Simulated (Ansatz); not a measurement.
A made-up structure of CHMgO, doublet:

```
atom    x (Å)    y (Å)    z (Å)
  C1  -0.9107  -0.2034   0.0413
  O2   0.1931   0.3557  -0.1237
 Mg3   0.5802  -1.5523   0.5930
  H4   0.1447   1.2642  -0.4602
```

It is relaxed with PBE-D4/def2-SVP and then PBE0-D4/def2-TZVP (Ansatz 0.2.0). Atoms count as bonded within 1.22 times the sum of their covalent radii (H–H: 0.88 Å). The end point is not checked to be a true minimum.

**Question.** Does its bonding change? (Judge from chemistry; the calculation decides.)

**Answer.** Computed: Yes. Formed: none; broken: O2–Mg3.

Where it ends: The first stage lowers the energy by 1.13 eV in 10 steps. It ends as CHMgO ([OH][C][Mg]):
```
4
angstrom
C -0.5207 -0.2465 0.1772
O -0.0504 0.9769 0.0905
Mg 0.4967 -2.1225 0.6115
H 0.0817 1.2562 -0.8289
```

Labels in which every atom is bracketed show which atoms are joined, not bond orders.

For scale, one of the runs: PBE0-D4/def2-TZVP relaxation, 100 basis functions, launched by `ansatz run in.yaml --threads 2 --pin off --events-out ev --progress --plain --max-ram 4352MiB`. Hardware: 2 CPU threads of an Arm Neoverse V2, shared host. Wall time about 15 s.
